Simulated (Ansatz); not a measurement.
A nudged elastic band was laid between two geometries of CH5B + H2 (9 atoms, charge 0, multiplicity 1).

All numbers below come from RKS PBE-D4/def2-mTZVP (Ansatz).

```yaml
movable_images: 9
climbing_image: yes
spring: 5.0 eV/Å²
optimiser: quadratic models (default)
start_path: through a guess of the saddle point
force_threshold: 0.03 eV/Å
iteration_limit: 60
end_points: relaxed
```

Initial state:

```xyz
9
Properties=species:S:1:pos:R:3
B 0.021 0.144 0.402
C 0.045 0.353 1.945
H -0.895 0.124 2.467
H 0.889 -0.115 2.471
H 0.191 1.449 2.072
H 1.041 -0.022 -0.216
H -1.004 0.252 -0.220
H -0.326 -2.326 -0.057
H -0.313 -2.430 0.689
```

Final state:

```xyz
9
Properties=species:S:1:pos:R:3
B -0.094 -0.572 -0.372
C 0.008 -0.035 2.244
H -0.953 0.009 2.770
H 0.816 -0.320 2.928
H 0.230 0.933 1.785
H 0.996 -0.097 -0.518
H -1.069 0.122 -0.444
H -0.219 -1.767 -0.326
H -0.066 -0.847 1.486
```

Which bonds break or form, and what moves?

Bonds broken: B1–C2, H8–H9. Bonds formed: B1–H8, C2–H9. CH5B + H2 becomes BH3 + CH4.

What energy profile does the band end with?

The run converged. The highest image is number 6 of 0 to 10, 39.9 kJ/mol above the first end and 55.7 kJ/mol above the last; the last end lies 15.8 kJ/mol below the first. A vibrational analysis at the climbing image gives one clearly imaginary mode, 964i cm⁻¹: a first-order saddle point. The orbitals stay closed-shell, which can raise the energy where a bond breaks towards radicals; this wasn't checked here.

```tsv
image	path coordinate (Å)	energy (kJ/mol)	B1–C2 (Å)	H8–H9 (Å)	B1–H8 (Å)
0	0.00	0.0	1.56	0.75	2.54
1	0.31	0.4	1.56	0.75	2.30
2	0.62	1.7	1.57	0.76	2.04
3	0.93	3.3	1.58	0.77	1.76
4	1.24	4.5	1.61	0.80	1.50
5	1.56	19.7	1.66	0.89	1.37
6	1.87	39.9	1.76	1.13	1.28
7	2.19	17.4	1.94	1.42	1.22
8	2.51	-6.5	2.20	1.66	1.21
9	2.84	-14.6	2.45	1.87	1.20
10	3.16	-15.8	2.67	2.04	1.20
```

What is the geometry of the highest image?


```xyz
9
Properties=species:S:1:pos:R:3
B -0.043 -0.328 0.187
C -0.008 -0.005 1.922
H -0.947 -0.161 2.466
H 0.827 -0.426 2.498
H 0.160 1.077 1.853
H 1.052 -0.102 -0.244
H -1.052 0.155 -0.242
H -0.196 -1.585 0.024
H -0.144 -1.198 1.088
```

What are the harmonic wavenumbers there?

964i, 222, 594, 684, 861, 970, 983, 1038, 1124, 1127, 1204, 1304, 1457, 1479, 2170, 2390, 2549, 2625, 2994, 3070, 3076 cm⁻¹.

The run took 120 s on 1 thread of Arm Neoverse V1, on a shared host, peak memory 0.11 GiB.
